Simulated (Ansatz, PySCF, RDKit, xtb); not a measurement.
**C3H6O2: ranking a sample of isomers**

A sample of isomers of C3H6O2 is drawn. Aim: find which of them has the lowest free energy at 298.15 K, then its properties. The sample is small against all isomers, and the most stable one of this formula need not be in it.

Plan: many cheap relaxations first (GFN2-xTB), then density-functional screening, relaxation at B3LYP/def2-SVP, vibrations and a final energy. The numbers are computed, not measured.

## 1. Candidates

Isomers were taken from a list of plausible structures; this is a sample, not all of them. That gives 3 candidates.

```
label    SMILES     spin
 c136  CO/C=C/O  singlet
 c706  C=C(O)OC  singlet
 c778  CO/C=C\O  singlet
```

Candidates are built by distance geometry, with a force field where one applies, in up to four conformers (letters a to d).

**Question.** With final energies at CCSD(T)/def2-SVP + MP2/def2-TZVPP - MP2/def2-SVP, which structure will this search put lowest in free energy, and by what margin?

| quantity | value |
| --- | --- |
| lowest structure found | C=C(O)OC, singlet, Cs |
| next finalist | CO/C=C\O, singlet, 7.8 kcal/mol higher in G |
| share at equilibrium, among the finalists | 100.0 % |
| harmonic wavenumbers, lowest and highest (B3LYP/def2-SVP) | 125 and 3808 cm⁻¹ |
| rotational constants, same geometry | 0.3161, 0.1441, 0.1009 cm⁻¹ |
| dipole moment (PBE0/def2-TZVPD) | 2.19 D |
| HOMO energy (PBE0/def2-TZVPD) | -6.29 eV |
| LUMO energy (PBE0/def2-TZVPD) | 0.16 eV |
| HOMO–LUMO gap (PBE0/def2-TZVPD) | 6.46 eV |
| lowest excitation (TD-PBE0/def2-SVPD) | 5.73 eV (f = 0.007) |
| strongest of the states computed, same level | 7.10 eV (f = 0.284) |
| lowest triplet excitation, same level, Tamm-Dancoff | 4.57 eV |
| vertical ionisation energy | 8.47 eV |
| vertical electron affinity | -0.99 eV (unbound: the value depends on the basis) |
| vertical triplet less singlet | +4.51 eV |

The search ends on `C=C(O)OC`. The margin of 7.8 kcal/mol over the next finalist is beyond the usual error of the last level; it says nothing of structures that weren't ranked. With 3 minima in the window unscreened, the next finalist need not be the second lowest, and margin and share hold for the finalists alone. GFN2-xTB, HF/STO-3G, r2SCAN-D4/def2-SVP, B3LYP/def2-SVP, HF/def2-SVP and MP2/def2-SVP already put its bonding pattern lowest among the structures in one piece. 3 minima inside the window were never screened. Lowest found is not proven lowest: the search is finite, and each finalist counts with one conformer. Only 3 drawn patterns were tried, so whole families of isomers are missing, and the result ranks only the part of this sample that was screened. The lowest isomer need not be the one that is made and kept in a bottle, which depends on barriers.
